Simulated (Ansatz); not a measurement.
**HCl+ (quartet): from Hartree-Fock to the top rungs, def2-QZVPP**

An exercise on one series of results from a longer session: the logs are not shown, and one member is left open.

Method: def2-QZVPP, core rule «outside noble gas», up to 5 orbitals frozen; program: Ansatz 0.2.0, Gaussian basis.

Plan: UHF; ROHF; CCSD(T) on UHF.

## What is computed

The geometry is a PBE0/def2-TZVP stationary point (not a proven minimum) of the parent state, kept for this charge and spin.

2 atoms, charge 1, spin multiplicity 4.

Atoms are counted from 1 here; the program's logs count them from 0.

Bond lengths: Cl1–H2 1.321 Å.

Set-up of the first run:

Input file in.yaml:

```yaml
crystal:
  periodic: [false, false, false]
  atoms:
    - {symbol: Cl, position_ang: [0.000000, 0.000000, 0.000000]}
    - {symbol: H, position_ang: [0.000000, 0.000000, 1.321200]}
basis:
  gaussian: {orbitals: "def2-QZVPP.json"}
total_charge: 1
magnetization: {spin_polarized: true, initial_magnetization: 3}
hamiltonian: {xc: hf}
output: {orbitals: {seedname: orbitals}}
```

Launch:

```sh
$ ansatz run in.yaml --threads 1 --pin off --events-out ev --progress --plain --max-ram 2393MiB
```

Among the steps run: UHF; ROHF; CCSD(T) on UHF.

One of the session's tables, all rows but one given; the rest of the session is left out.

| method | from UCCSD(T) (kJ/mol) |
| --- | --- |
| ROHF | +497.4 |
| UHF | +479.8 |
| UMP2 | ? |
| UCCSD | +15.7 |
| UCCSD(T) | 0 |

Q: Estimate the row for UMP2 from the others.

The run gave: from UCCSD(T) (kJ/mol): +81.3. In the column «from UCCSD(T) (kJ/mol)» it lies between UCCSD (+15.7) and UHF (+479.8).
